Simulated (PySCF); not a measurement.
C₅H₇Cl.
Geometry (GFN2-xTB, Å), atoms numbered from 1 in this order:
```
atom  x, y, z in Å
C1     0.0250    1.1245   -1.2458
C2     0.0071    0.2352   -0.0558
C3    -1.1218   -0.2875    0.7786
C4    -0.1123   -1.2358    0.2045
C5     1.0964   -0.4938    0.6457
Cl6    1.4328   -0.2308    2.3757
H7     0.0465    2.1700   -0.9395
H8    -0.8669    0.9619   -1.8492
H9     0.9045    0.9261   -1.8562
H10   -1.1230   -0.1092    1.8460
H11   -2.1078   -0.2801    0.3307
H12   -0.2207   -2.1214   -0.3839
H13    2.0357   -0.6586    0.1316
```

Method: PBE0/def2-SVPD in PySCF (dipole) on a GFN2-xTB geometry, gas phase.

Masses are those of the commonest isotopes; rigid-rotor values at the optimised geometry. 

Problem. Give the principal moments of inertia and the rotational constants in MHz.

Solution. Ia = 88.18, Ib = 251.80, Ic = 281.99 u·Å²; 505379 MHz·u·Å²/I gives A = 5731, B = 2007, C = 1792 MHz.

Problem. Classify the top.

Solution. An asymmetric top. Ray's parameter κ = (2B − A − C)/(A − C) = -0.891; −1 is the prolate and +1 the oblate limit.

Problem. What does the inertial defect say?

Solution. Not planar: Δ = Ic − Ia − Ib = -58.00 u·Å². For a rigid frame Δ = −2 Σ m c², so Σ m c² = 29.00 u·Å² lies off the ab plane: 9.28 from hydrogen and 19.72 from heavier atoms. The atom farthest from that plane is 1.68 Å away.

Problem. Give the other two planar moments, Paa and Pbb, and the rms extents of the mass along the axes.

Solution. Paa = Σ m a² = (Ib + Ic − Ia)/2 = 222.80 and Pbb = Σ m b² = (Ia + Ic − Ib)/2 = 59.18 u·Å². With the mass M = 102.02 u, the rms extents √(P/M) along a, b and c are 1.48, 0.76, 0.53 Å.

Problem. Which types of transition are allowed, and where do some lines up to J = 3 fall?

Solution. The dipole components are |μa| = 2.95 D, |μb| = 0.03 D, |μc| = 0.83 D. Intensities carry the squares of the components, which stand as 1.00 : 0.00 : 0.08 (a : b : c). Some lines, for components of 0.1 D or more:

| type | branch | J(Ka,Kc) | MHz | lower level (cm⁻¹) |
| --- | --- | --- | --- | --- |
| a | Q | 2(1,1) ← 2(1,2) | 645 | 0.497 |
| a | Q | 3(1,2) ← 3(1,3) | 1289 | 0.866 |
| c | Q | 3(1,3) ← 3(0,3) | 3226 | 0.759 |
| c | Q | 2(1,2) ← 2(0,2) | 3518 | 0.380 |
| c | Q | 1(1,1) ← 1(0,1) | 3724 | 0.127 |
| a | R | 1(0,1) ← 0(0,0) | 3799 | 0.000 |
| a | R | 2(1,2) ← 1(1,1) | 7384 | 0.251 |
| a | R | 2(0,2) ← 1(0,1) | 7589 | 0.127 |
| c | R | 1(1,0) ← 0(0,0) | 7738 | 0.000 |
| a | R | 2(1,1) ← 1(1,0) | 7813 | 0.258 |
| c | Q | 3(2,2) ← 3(1,2) | 10856 | 0.909 |
| a | R | 3(1,3) ← 2(1,2) | 11070 | 0.497 |
| c | Q | 2(2,1) ← 2(1,1) | 11172 | 0.519 |
| a | R | 3(0,3) ← 2(0,2) | 11362 | 0.380 |
| a | R | 3(2,2) ← 2(2,1) | 11398 | 0.891 |
| a | R | 3(2,1) ← 2(2,0) | 11434 | 0.892 |
| a | R | 3(1,2) ← 2(1,1) | 11714 | 0.519 |
| c | R | 2(1,1) ← 1(0,1) | 11752 | 0.127 |
| c | R | 3(1,2) ← 2(0,2) | 15877 | 0.380 |
| c | Q | 3(3,1) ← 3(2,1) | 19118 | 1.273 |
| c | R | 2(2,1) ← 1(1,1) | 19200 | 0.251 |
| c | R | 3(2,1) ← 2(1,1) | 22615 | 0.519 |
| c | R | 3(2,2) ← 2(1,2) | 23214 | 0.497 |
| c | R | 3(3,0) ← 2(2,0) | 30552 | 0.892 |
| c | R | 3(3,1) ← 2(2,1) | 30561 | 0.891 |

Problem. Estimate the classical rotational partition function at 25 K, 50 K and 100 K.

Solution. Point group C1, symmetry number σ = 1; q = (√π/σ)·√((kT/h)³/(ABC)), k/h = 20836.6 MHz/K: 4640 at 25 K, 13100 at 50 K, 37100 at 100 K.

Stationary, but not proved a minimum. Zero-point vibration and centrifugal distortion are left out. A rigid rotor knows nothing of internal rotation, which can split or shift real lines. Quadrupole hyperfine structure (35Cl) is left out.

On one thread, Intel Xeon Platinum 8375C at 2.90 GHz (x86_64), shared host with 64 logical CPUs at a one-minute load of 5.6, this took 18 s and 0.75 GiB of memory at its peak. This is the PBE0/def2-SVPD job that gave the dipole, with the excitations it also computed.
